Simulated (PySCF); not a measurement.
Stationary points of HNS

These are results of PBE0/[N def2-TZVP, S def2-TZVP, H def2-TZVP], no relativity, density fitting, PySCF, not measurements.

Relaxations began from a few typed shapes; open shells are unrestricted. The search is not exhaustive: other isomers or separated fragments can lie lower, and high-lying points may rest on an excited occupation.

Problem. Order these stationary points by electronic energy, lowest first, in kJ/mol from the lowest minimum.
A. singlet Cs: N–H 1.028 Å, N–S 1.555 Å; H–N–S 109.6°
B. broken-symmetry Ms = 0 (⟨S²⟩ 0.63) Cs: N–H 1.024 Å, N–S 1.550 Å; H–N–S 113.9°
C. singlet C∞v: N–H 0.995 Å, N–S 1.509 Å; H–N–S 180.0°

Solution. B (0.0), A (13.0), C (149.8).

Problem. Which of them are minima?

Solution. By energy in kJ/mol, 0.0: minimum; 13.0: minimum; 149.8: saddle point, 1 imaginary mode.

For the lowest minimum: the determinant is spin-contaminated (⟨S²⟩ = 0.63, pure value 0.00). The spin densities have lower symmetry than the nuclear frame.

The electron or spin density has lower symmetry than the nuclear frame for the singlet C∞v at 149.8 kJ/mol.
